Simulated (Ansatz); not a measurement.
**Chalcopyrite CuGaSe2**

Level of theory: HSE06 in Ansatz (PAW).

Settings: plane-wave cutoff 460 eV, 6×6×6 k mesh, Fermi–Dirac smearing 0.01 eV, no spin polarisation, scalar-relativistic PAW data made under PBE.

Cell (relaxed at this level):

```xyz
8
Lattice="-2.8248 2.8248 5.5544 2.8248 -2.8248 5.5544 2.8248 2.8248 -5.5544" Properties=species:S:1:pos:R:3 pbc="T T T"
Ga     0.0000     0.0000     5.5544
Ga     2.8248     0.0000     2.7772
Cu     0.0000     0.0000     0.0000
Cu     0.0000     2.8248     2.7772
Se     1.4048     1.4124     6.9430
Se     1.4124    -1.4048     4.1658
Se     1.4200     1.4124     1.3886
Se    -1.4124     1.4048     4.1658
```

```yaml
band_gap: 1.36 eV (on the SCF k mesh) (direct)
```

Measured, for comparison: band gap 1.67 eV (temperature not stated, no zero-point or thermal correction, direct or pseudo-direct at Γ; as tabulated in Ghosh et al. (2024), arXiv:2401.16805).

Spin–orbit coupling is not included.

Static lattice: no zero-point or thermal effects.

Ansatz is a program for electronic structure.
